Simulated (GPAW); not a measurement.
# Two attempts at C2H5O (methoxymethyl)

Wanted: energy and one-electron properties of C2H5O (methoxymethyl), ULDA (PW92)/plane waves (scalar-relativistic datasets, plane-wave cutoff 450 eV).

The calculation is run with GPAW 26.7.0.

2 further runs of the same task are left out: 1 that didn't finish, 1 set aside as unsound or not needed. Runs told in other sessions of the task aren't counted.

## 1. The molecule

C2H5O: 8 atoms, total charge 0, spin state doublet. SMILES: `[CH2]OC`. Geometry: relaxed at PBE0-D4/def2-TZVP. This is one conformer, not always the lowest.

Bond lengths: C1–O2 1.345 Å, O2–C3 1.409 Å, C1–H4 1.086 Å, C1–H5 1.081 Å, C3–H6 1.096 Å, C3–H7 1.089 Å, C3–H8 1.095 Å. Angles: C1–O2–C3 114.8°, O2–C1–H4 118.6°, O2–C1–H5 114.1°, O2–C3–H6 110.8°, O2–C3–H7 107.3°, O2–C3–H8 110.8°, H4–C1–H5 121.7°, H6–C3–H7 109.3°, H6–C3–H8 109.1°, H7–C3–H8 109.5°.

## 2. Try one

Input file molecule.xyz:

```xyz
8

C     -0.586500     0.912900    -0.728600
O      0.587900     0.317800    -0.452300
C      0.505300    -0.758100     0.453600
H     -1.396600     0.822300    -0.011300
H     -0.505100     1.765500    -1.387400
H      0.073100    -0.432300     1.407000
H      1.519500    -1.117200     0.622000
H     -0.105500    -1.568000     0.041200
```

Input file calc.py:

```python
import numpy as np
from ase.io import read
from ase.units import Debye
from gpaw import GPAW, PW

# Structure
atoms = read("molecule.xyz")
atoms.center(vacuum=4.5)
atoms.set_initial_magnetic_moments([0.333333, 0.333333, 0.333333, 0.0, 0.0, 0.0, 0.0, 0.0])

# GPAW settings
dft = GPAW(mode={"name": "pw", "ecut": 450},
           xc="LDA",
           occupations={"name": "fermi-dirac", "width": 0.02, "fixmagmom": True},
           maxiter=7,
           symmetry="off",
           txt="-")
atoms.calc = dft

energy = atoms.get_potential_energy()
print(f"Energy: {energy:.5f} eV")
forces = atoms.get_forces()
print("Forces (eV/Ang)")
for symbol, f in zip(atoms.symbols, forces):
    print(f'{symbol:2} {f[0]:9.4f} {f[1]:9.4f} {f[2]:9.4f}')
dipole = atoms.get_dipole_moment() / Debye
print(f"Dipole                  {np.linalg.norm(dipole):.3f} D")
```

Run with:

```console
python3 calc.py
```

What it wrote:

```text
__  _  _
 | _ |_)|_||  |
 |__||  | ||/\| - 26.7.0

units:  Angstrom and eV
cores:  1
OpenMP: False

Versions:
  Python: 3.12.14
  ASE:    3.29.0
  Numpy:  2.5.5
  Scipy:  1.18.1
  Libxc:  7.0.0

        _gpaw.cpython-312-aarch64-linux-gnu.so

Input parameters:
  mode=PW(ecut=450),
  maxiter=7,
  occupations=Occupations(name='fermi-dirac', width=0.02, fixmagmom=True),
  symmetry=Symmetry(point_group=False, time_reversal=False),
  xc=XC(name='LDA')

Diagonalizing LCAO Hamiltonian
Converting LCAO to pw mode
         .----------------------------.
        /|                            |
       / |                            |
      /  |                            |
     /   |                            |
    /    |                            |
   /     |                            |
  /      |                            |
 *       |                            |
 |       |                            |
 |       |         H                  |
 |       |      H C COH               |
 |       |        HH                  |
 |       |                            |
[... 40 lines left out ...]
|   |                                coordinates |     weight |
[... 102 lines left out ...]
    Using partial waves for H as LCAO basis

Reference energy: -4126.157935  # eV

eigensolver:
  PPCG
  Converge bands: occupied
  niter=2

density mixing:
  MSR1-Mixer
  Pratt-step length: 0.05
  Maximum mixing coefficient: 0.75
  Old densities: 10
  SVD Regularization: 0.005
  Good broyden scale: 1.0
  Trust region scale: 1.0
  Backstep threshold: 4.0
  History deletion threshold: 6.0
  Fourier metric: weight=20.0, sigma=0.015

occupation numbers:
  Fixed magnetic moment: 1.000
  Fermi-Dirac:
    width: 0.0200  # eV

poisson solver:
  ecut: 3600.0000000000005  # eV

xc functional:
  name: None

Initialization done in: 2.084 s

convergence criteria:
- Maximum [total energy] change in last 3 cyles: 0.0005 eV / valence electron
- Maximum integral of absolute [dens]ity change: 0.0001 electrons / valence electron
- Maximum integral of absolute [eigenst]ate change: 4e-08 eV^2 / valence electron
maximum number of iterations: 7

SCF iterations
|iter     |     time |      energy | eigst |  dens |  magmom |
|---------|----------|-------------|-------|-------|---------|
|iter:   1| 00:00:04 |  -46.034137 | +0.57 |       |  +0.9991|
|iter:   2| 00:00:07 |  -45.444359 | -1.35 | -0.54 |  +0.9992|
|iter:   3| 00:00:10 |  -42.514113 | -0.59 | -0.58 |  +0.9997|
|iter:   4| 00:00:13 |  -42.408508 | -1.45 | -1.14 |  +0.9999|
|iter:   5| 00:00:16 |  -42.401242 | -2.49 | -1.52 |  +1.0000|
|iter:   6| 00:00:19 |  -42.401622c| -3.36 | -1.98 |  +1.0000|
|iter:   7| 00:00:22 |  -42.401987c| -4.26 | -2.34 |  +1.0000|
gpaw.KohnShamConvergenceError
```

Run time: 23 s. Hardware: 1 thread of Arm Neoverse N1, shared host; peak memory 0.55 GiB.

## 3. Diagnosis

No converged result was reached.

The telling line is `gpaw.KohnShamConvergenceError`. The cause is that the iteration cap is too low for convergence. To mend it: iteration cap 100 in place of 7.

## 4. Second attempt

molecule.xyz is that of step 2.

Input file molecule.py:

```python
import numpy as np
from ase.io import read
from ase.units import Debye
from gpaw import GPAW, PW

atoms = read("molecule.xyz")
atoms.center(vacuum=4.5)
atoms.set_initial_magnetic_moments([0.333333, 0.333333, 0.333333, 0.0, 0.0, 0.0, 0.0, 0.0])

gpaw_calc = GPAW(mode=PW(450),
                 maxiter=100,
                 occupations={"name": "fermi-dirac", "width": 0.02, "fixmagmom": True},
                 xc="LDA",
                 symmetry="off",
                 txt="-")
atoms.calc = gpaw_calc

energy = atoms.get_potential_energy()
print(f"Energy: {energy:.5f} eV")
forces = atoms.get_forces()
print("Forces (eV/Ang)")
for symbol, f in zip(atoms.symbols, forces):
    print(f'{symbol:2} {f[0]:9.4f} {f[1]:9.4f} {f[2]:9.4f}')
dipole = atoms.get_dipole_moment() / Debye
print(f"Dipole = {np.linalg.norm(dipole):.3f} D")
```

Run with:

```console
python molecule.py
```

What it wrote (excerpt; [...] marks lines left out):

```text
[...]
  mode=PW(ecut=450.00000000000006),
[...]
Number of symmetries: 1
[...]
  Number of IBZ points: 1
[...]
Cutoff: 450.00000000000006 eV
Spin-components: 2 (collinear spins)
Bands:           16
[...]
  Valence electrons: 19.0
[...]
  Grid points: [60 63 60]
  Charge: 0.0  # |e|
[...]
    cutoffs:
[...]
occupation numbers:
  Fixed magnetic moment: 1.000
[...]
xc functional:
  name: None
[...]
|iter     |     time |      energy | eigst |  dens |  magmom |
[...]
|iter:   1| 00:00:04 |  -46.034137 | +0.57 |       |  +0.9991|
[...]
|iter:  11| 00:00:35 |  -42.402085c| -7.58c| -4.18c|  +1.0000|
Converged in 11 steps
[...]
Energy contributions relative to reference atoms: (reference = -4126.157935)
Energy contributions:
  Kinetic:          38.985318
  Coulomb:         -41.019408
  Zero:             -0.026707
  External:          0.000000
  Xc:              -40.341288
  Entropy:          -0.000000
  Spinorbit:         0.000000
  ----------------------------
  Free energy:     -42.402085
  Extrapolated:    -42.402085
dipole moment: (-0.025022, -0.150502, 0.239262)  # |e|*Ang
Total magnetic moment: (0.000000, 0.000000, 0.999999)
Local magnetic moments
|        x |        y |         z |
|----------|----------|-----------|
| 0.000000 | 0.000000 |  0.244040 |  # C    0
| 0.000000 | 0.000000 |  0.124393 |  # O    1
| 0.000000 | 0.000000 | -0.003010 |  # C    2
| 0.000000 | 0.000000 | -0.000952 |  # H    3
| 0.000000 | 0.000000 | -0.002479 |  # H    4
| 0.000000 | 0.000000 |  0.002803 |  # H    5
| 0.000000 | 0.000000 | -0.000439 |  # H    6
| 0.000000 | 0.000000 |  0.002865 |  # H    7
Fermi levels: -3.258, -2.607
[...]
Gap: 1.232 eV
Transition (v -> c):
[...]
Forces (eV/Ang)
C     0.5800   -0.3407    0.1361
O    -0.3092    0.0323    0.0353
C     0.0505    0.4163   -0.3198
H    -0.2764   -0.1122    0.2526
H     0.0504    0.2645   -0.2550
H    -0.1594    0.1293    0.2819
H     0.3112   -0.1043    0.0509
H    -0.2116   -0.2267   -0.1557
Dipole = 1.363 D
```

Wall time 37 s (1 thread of Arm Neoverse N1, shared host); peak memory 0.64 GiB.

## 5. Results

Level: ULDA (PW92)/plane waves (scalar-relativistic datasets, plane-wave cutoff 450 eV).

| quantity | value |
| --- | --- |
| energy as printed (from the program's reference atoms) | -42.4021 eV |
| dipole moment | 1.36 D |
| HOMO energy (shifted to the vacuum level, unlike the log) | -3.74 eV |
| LUMO energy (shifted to the vacuum level, unlike the log) | -2.51 eV |
| largest force on an atom | 0.686 eV/Å |

The largest force is 0.69 eV/Å: the shape isn't a stationary point for this species at this level.
